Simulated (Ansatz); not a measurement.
# C4H6 (1,3-butadiene): a chain of runs

Aim: a series of 18 runs (HF/STO-3G, UHF/STO-3G, HF/3-21G, UHF/3-21G, HF/6-31G*, UHF/6-31G*, B3LYP/6-31G*, PBE/def2-SVP, and more) of C4H6. 

Program for the calculation: Ansatz 0.2.0.

### Step 1. Starting point

C4H6 has 10 atoms, charge 0, and is taken as a singlet. As SMILES, `C=CC=C`. The coordinates come from a PBE0-D4/def2-TZVP relaxation. This is one conformer, not always the lowest. The run starts from this shape.

Bond lengths: C1–C2 1.332 Å, C2–C3 1.449 Å, C3–C4 1.332 Å, C1–H5 1.085 Å, C1–H6 1.083 Å, C2–H7 1.088 Å, C3–H8 1.088 Å, C4–H9 1.085 Å, C4–H10 1.083 Å. Some angles: C1–C2–C3 124.1°, C2–C3–C4 124.1°, C1–C2–H7 119.5°, C3–C2–H7 116.4°, C2–C1–H5 121.2°, C2–C1–H6 121.7°, C2–C3–H8 116.4°, C4–C3–H8 119.5°, C3–C4–H9 121.2°, C3–C4–H10 121.7°.

### Step 2. A structure relaxation at HF/STO-3G (run 1)

run.yaml reads:

```yaml
crystal:
  periodic: [false, false, false]
  atoms:
    - {symbol: C, position_ang: [-1.238700, 0.817200, -1.071400]}
    - {symbol: C, position_ang: [-0.552400, 0.453400, 0.010700]}
    - {symbol: C, position_ang: [0.569100, -0.463500, -0.010200]}
    - {symbol: C, position_ang: [1.255300, -0.827500, 1.072000]}
    - {symbol: H, position_ang: [-0.984700, 0.433100, -2.054200]}
    - {symbol: H, position_ang: [-2.072000, 1.506400, -1.011400]}
    - {symbol: H, position_ang: [-0.830800, 0.855200, 0.982800]}
    - {symbol: H, position_ang: [0.847600, -0.865200, -0.982300]}
    - {symbol: H, position_ang: [1.001000, -0.443600, 2.054900]}
    - {symbol: H, position_ang: [2.088600, -1.516600, 1.012000]}
basis:
  gaussian:
    orbitals: STO-3G
hamiltonian:
  xc: hf
relax:
  f_tol: 0.002
output: {orbitals: {seedname: orbitals}}
```

Command:

```console
$ ansatz run run.yaml --threads 1 --pin off --max-ram 3480MiB --events-out events.jsonl --progress --plain --runs-dir runs
```

Log:

```text
Warning: RAYON_NUM_THREADS=1 ignored (pool sized by the plan → 1); use --threads N
The last accepted step is kept in runs//last_step.txt (removed where the run ends without a failure and the disk answers)
[... 62 lines left out ...]
Total energy: -4163.89618389 eV, -153.0203623676 hartree
[... 10 lines left out ...]
Dipole moment:     0.000001     0.000001    -0.000000 e Å
```

It took 3.6 s on 1 thread of Arm Neoverse V2, shared host.

Step by step:

```csv
step,energy from the first frame kept (eV),largest force (eV/Å)
1,0.0000,2.6936
2,-0.0582,0.5056
3,-0.0614,0.0551
4,-0.0614,0.0600
5,-0.0616,0.0104
6,-0.0616,0.0034
7,-0.0616,0.0024
8,-0.0616,0.0005
```

After the run. Bond lengths: C1–C2 1.313 Å, C2–C3 1.489 Å, C3–C4 1.313 Å, C1–H5 1.082 Å, C1–H6 1.081 Å, C2–H7 1.084 Å, C3–H8 1.084 Å, C4–H9 1.082 Å, C4–H10 1.081 Å. Some angles: C1–C2–C3 124.0°, C2–C3–C4 124.0°, C1–C2–H7 120.3°, C3–C2–H7 115.7°, C2–C1–H5 122.0°, C2–C1–H6 122.0°, C2–C3–H8 115.7°, C4–C3–H8 120.3°, C3–C4–H9 122.0°, C3–C4–H10 122.0°.

### Step 3. The harmonic vibrations at HF/STO-3G (run 2)

input.yaml reads:

```yaml
crystal:
  periodic: [false, false, false]
  atoms:
    - symbol: C
      position_ang: [-1.240190, 0.819430, -1.065432]
    - symbol: C
      position_ang: [-0.568571, 0.465703, 0.006400]
    - symbol: C
      position_ang: [0.585213, -0.475870, -0.005828]
    - symbol: C
      position_ang: [1.256760, -0.829687, 1.066019]
    - symbol: H
      position_ang: [-0.992511, 0.440775, -2.047959]
    - symbol: H
      position_ang: [-2.073808, 1.506465, -1.019235]
    - symbol: H
      position_ang: [-0.841357, 0.862819, 0.977926]
    - symbol: H
      position_ang: [0.858061, -0.872908, -0.977369]
    - symbol: H
      position_ang: [1.009030, -0.451099, 2.048559]
    - symbol: H
      position_ang: [2.090373, -1.516727, 1.019820]
basis:
  gaussian:
    orbitals: STO-3G
hamiltonian:
  xc: hf
phonons:
  temperatures:
    t_min: 298.15
    t_max: 298.15
    t_step: 1
```

Command:

```console
$ ansatz run input.yaml --threads 1 --pin off --max-ram 3480MiB --events-out events.jsonl --progress --plain --runs-dir runs
```

Log:

```text
Warning: RAYON_NUM_THREADS=1 ignored (pool sized by the plan → 1); use --threads N
[... 326 lines left out ...]
Total energy: -4163.89619322 eV, -153.0203627106 hartree
[... 10 lines left out ...]
Dipole moment:     0.000000     0.000001    -0.000000 e Å
Vibrations: 151.98 331.95 567.34 608.86 911.14 1016.72 1146.44 1151.31 1155.19 1225.68 1263.99 1394.89 1525.37 1538.55 1673.72 1735.99 1998.94 2069.81 3649.74 3654.28 3711.99 3715.22 3811.37 3811.44 cm⁻¹, zero-point energy 2.716612 eV
```

Run time: 18 s. Hardware: 1 thread of Arm Neoverse V2, shared host.

Runs 3 to 11 aren't shown in full; the table further down has their settings and results.

### Step 4. The doublet cation: a geometry optimisation at UHF/6-31G(d) (Cartesian functions) (run 12)

in.yaml reads:

```yaml
basis:
  gaussian:
    orbitals: "6-31G*"
crystal:
  periodic: [false, false, false]
  atoms:
    - {symbol: C, position_ang: [-1.239127, 0.817961, -1.068807]}
    - {symbol: C, position_ang: [-0.560060, 0.458991, 0.007841]}
    - {symbol: C, position_ang: [0.576658, -0.469213, -0.007261]}
    - {symbol: C, position_ang: [1.255704, -0.828210, 1.069392]}
    - {symbol: H, position_ang: [-0.992099, 0.440795, -2.046466]}
    - {symbol: H, position_ang: [-2.066419, 1.501748, -1.012321]}
    - {symbol: H, position_ang: [-0.837833, 0.858414, 0.969931]}
    - {symbol: H, position_ang: [0.854445, -0.868619, -0.969354]}
    - {symbol: H, position_ang: [1.008694, -0.451022, 2.047047]}
    - {symbol: H, position_ang: [2.083037, -1.511946, 1.012897]}
total_charge: 1
hamiltonian:
  xc: hf
magnetization:
  spin_polarized: true
  initial_magnetization: 1
relax: {}
```

Command:

```console
$ ansatz run in.yaml --threads 1 --pin off --max-ram 3480MiB --events-out events.jsonl --progress --plain --runs-dir runs
```

Log (excerpt; [...] marks lines left out):

```text
Warning: RAYON_NUM_THREADS=1 ignored (pool sized by the plan → 1); use --threads N
[... 1 set-up line as earlier in the session ...]
[... 44 lines left out ...]
Total energy: -4208.35475967 eV, -154.6541848927 hartree
[... 10 lines left out ...]
Dipole moment:     0.000019     0.000023    -0.000004 e Å
```

Wall time 7.2 s (1 thread of Arm Neoverse V2, shared host); peak memory 0.14 GiB.

Step by step:

```csv
step,energy from the first frame kept (eV),largest force (eV/Å)
1,0.0000,5.8287
2,-0.3087,1.6742
3,-0.3350,0.1571
4,-0.3358,0.0574
5,-0.3359,0.0058
```

After the run. Bond lengths: C1–C2 1.386 Å, C2–C3 1.396 Å, C3–C4 1.386 Å, C1–H5 1.075 Å, C1–H6 1.074 Å, C2–H7 1.076 Å, C3–H8 1.076 Å, C4–H9 1.075 Å, C4–H10 1.074 Å. Some angles: C1–C2–C3 121.6°, C2–C3–C4 121.6°, C1–C2–H7 119.2°, C3–C2–H7 119.2°, C2–C1–H5 121.2°, C2–C1–H6 121.0°, C2–C3–H8 119.2°, C4–C3–H8 119.2°, C3–C4–H9 121.2°, C3–C4–H10 121.0°.

Runs 13 to 17 aren't shown in full; the table further down has their settings and results.

### Step 5. The harmonic vibrations at MP2/6-31G(d) (Cartesian functions) (run 18)

molecule.yaml reads:

```yaml
crystal:
  periodic: [false, false, false]
  atoms:
    - {symbol: C, position_ang: [-1.246931, 0.822533, -1.078797]}
    - {symbol: C, position_ang: [-0.555598, 0.456515, 0.014062]}
    - {symbol: C, position_ang: [0.572230, -0.466699, -0.013490]}
    - {symbol: C, position_ang: [1.263518, -0.832770, 1.079380]}
    - {symbol: H, position_ang: [-0.994074, 0.439309, -2.063657]}
    - {symbol: H, position_ang: [-2.081819, 1.512563, -1.021492]}
    - {symbol: H, position_ang: [-0.835379, 0.859579, 0.987385]}
    - {symbol: H, position_ang: [0.852011, -0.869762, -0.986813]}
    - {symbol: H, position_ang: [1.010670, -0.449530, 2.064236]}
    - {symbol: H, position_ang: [2.098373, -1.522839, 1.022085]}
basis:
  gaussian:
    orbitals: "6-31G*"
correlation:
  method: mp2
phonons:
  temperatures: {t_min: 298.15, t_max: 298.15, t_step: 1}
```

Command:

```console
$ ansatz run molecule.yaml --threads 1 --pin off --max-ram 3480MiB --events-out events.jsonl --progress --plain --runs-dir runs
```

Log:

```text
Warning: RAYON_NUM_THREADS=1 ignored (pool sized by the plan → 1); use --threads N
[... 26 lines left out ...]
4 core orbitals not correlated: weight in the atoms' cores, before any rotation towards them, 1.000 or more for the frozen orbitals, at most 0.000 for the correlated occupied ones
[... 144 lines left out ...]
4 core orbitals not correlated: weight in the atoms' cores, before any rotation towards them, 1.000 or more for the frozen orbitals, at most 0.000 for the correlated occupied ones
[... 143 lines left out ...]
4 core orbitals not correlated: weight in the atoms' cores, before any rotation towards them, 1.000 or more for the frozen orbitals, at most 0.000 for the correlated occupied ones
[... 144 lines left out ...]
Dipole moment:    -0.000001    -0.000002     0.000000 e Å
[... 1 line left out ...]
Checks for a lower state left out: cluster_reference
```

Wall time 98 s (1 thread of Arm Neoverse V2, shared host); peak memory 0.15 GiB.

### Step 6. The series

```csv
run,level,task,walk f tol,partner,energy (Eh),dipole moment (D),wall time
1,HF/STO-3G,optimise,0.002,base,-153.020362,0.00,3.6 s
2,HF/STO-3G,frequencies,–,base,-153.020363,0.00,18 s
3,UHF/STO-3G,energy,–,cation,-152.783297,–,0.24 s
4,UHF/STO-3G,optimise,–,cation,-152.807878,–,2.5 s
5,HF/3-21G,optimise,0.002,base,-154.059442,0.00,2.6 s
6,HF/3-21G,frequencies,–,base,-154.059441,0.00,20 s
7,UHF/3-21G,energy,–,cation,-153.773520,–,0.34 s
8,UHF/3-21G,optimise,–,cation,-153.785742,–,3.3 s
9,HF/6-31G* (Cartesian functions),optimise,0.002,base,-154.919653,0.00,7.8 s
10,HF/6-31G* (Cartesian functions),frequencies,–,base,-154.919653,0.00,48 s
11,UHF/6-31G* (Cartesian functions),energy,–,cation,-154.641842,–,1.3 s
12,UHF/6-31G* (Cartesian functions),optimise,–,cation,-154.654185,–,7.2 s
13,B3LYP/6-31G* (Cartesian functions),optimise,0.002,base,-155.992141,0.00,11 s
14,B3LYP/6-31G* (Cartesian functions),frequencies,–,base,-155.992141,0.00,96 s
15,PBE/def2-SVP,optimise,0.002,base,-155.658770,0.00,12 s
16,PBE/def2-SVP,frequencies,–,base,-155.658770,0.00,74 s
17,MP2/6-31G* (Cartesian functions),optimise,0.002,base,-155.422653,0.00,10 s
18,MP2/6-31G* (Cartesian functions),frequencies,–,base,-155.422653,0.00,98 s
```

### Step 7. Summary of results

```
                                                                          quantity          value
                                                  run 18, MP2/6-31G*: total energy  -155.42265 Eh
                            run 18, MP2/6-31G*: dipole moment (correlated density)         0.00 D
                   run 18, MP2/6-31G*: correlation energy (4 core orbitals frozen)     -504.7 mEh
                                      run 18, MP2/6-31G*: largest force on an atom     0.001 eV/Å
                                    run 18, MP2/6-31G*: lowest harmonic wavenumber       158 cm⁻¹
                                   run 18, MP2/6-31G*: highest harmonic wavenumber      3307 cm⁻¹
                                             run 18, MP2/6-31G*: zero-point energy   226.7 kJ/mol
                     vertical ionisation energy (to the doublet cation), HF/STO-3G       6.451 eV
                      vertical ionisation energy (to the doublet cation), HF/3-21G       7.780 eV
                     vertical ionisation energy (to the doublet cation), HF/6-31G*       7.560 eV
adiabatic ionisation energy (to the doublet cation, no zero-point term), HF/STO-3G       5.782 eV
 adiabatic ionisation energy (to the doublet cation, no zero-point term), HF/3-21G       7.448 eV
adiabatic ionisation energy (to the doublet cation, no zero-point term), HF/6-31G*       7.224 eV
```

What this shows: At HF/STO-3G: the vertical ionisation energy comes to 6.45 eV (149 kcal/mol). In a minimal basis such a difference can be off by several eV, whatever the method. At HF/3-21G: removing an electron at fixed nuclei costs 7.78 eV (179 kcal/mol). At HF/6-31G*: the vertical ionisation energy comes to 7.56 eV (729 kJ/mol). At HF/STO-3G: the adiabatic ionisation energy (to the doublet cation, no zero-point term) is 5.78 eV (558 kJ/mol). Its partner is spin-contaminated (⟨S²⟩ = 0.97 against 0.75), so the difference is in doubt. Totals of different functionals can't be ranked against each other. In runs 17, 18 the log says that unrestricted orbitals would lower the reference, so the values rest on an unstable closed-shell determinant (other closed-shell runs at this shape may share the fault). In runs 1, 2, 3, 4 the basis is minimal, so the values are rough. Spin contamination of the reference: run 4 ⟨S²⟩ = 0.97, run 12 ⟨S²⟩ = 0.92, run 3 ⟨S²⟩ = 0.90, run 8 ⟨S²⟩ = 0.90, run 11 ⟨S²⟩ = 0.88, run 7 ⟨S²⟩ = 0.86. All runs together took 6.9 min, the longest 98 s.
